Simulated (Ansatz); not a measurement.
hcp Co was calculated with RPBE in Ansatz (plane waves, PAW).

Run with plane-wave cutoff 520 eV, 24×24×14 k mesh (along the axes of the cell as run), Fermi–Dirac smearing 0.05 eV, spin-polarised with parallel moments, scalar-relativistic PAW data made under PBE.

Computed at the level's own relaxed cell.

**Question.** Estimate the bulk modulus, c axis length, lattice constant a and pressure derivative B′ of the bulk modulus that the calculation returns.

**Answer.** 
* **bulk modulus**: 197 GPa
* **c axis length**: 4.072 Å
* **lattice constant a**: 2.516 Å
* **pressure derivative B′ of the bulk modulus**: 4.8

The run finds no gap.

Measured, for comparison: bulk modulus 193 GPa (zero-point energy and finite temperature contributions removed, our sources range from 193 to 198; as tabulated in doi:10.1021/acs.jctc.3c00612); lattice parameter c 4.07 Å, lattice constant a 2.507 Å (293 K, no zero-point or thermal correction; as tabulated in Wikipedia's data pages). Computed (rounded) less measured: bulk modulus +2 % (inside the range of the sources held), lattice parameter c 0.0 %, lattice constant a +0.4 %.

Note: the bulk modulus comes from volumes at which shape and atoms were relaxed.

Static lattice: no zero-point or thermal effects.

It cost very roughly 6 core-minutes of CPU time.

Ansatz is a first-principles code.
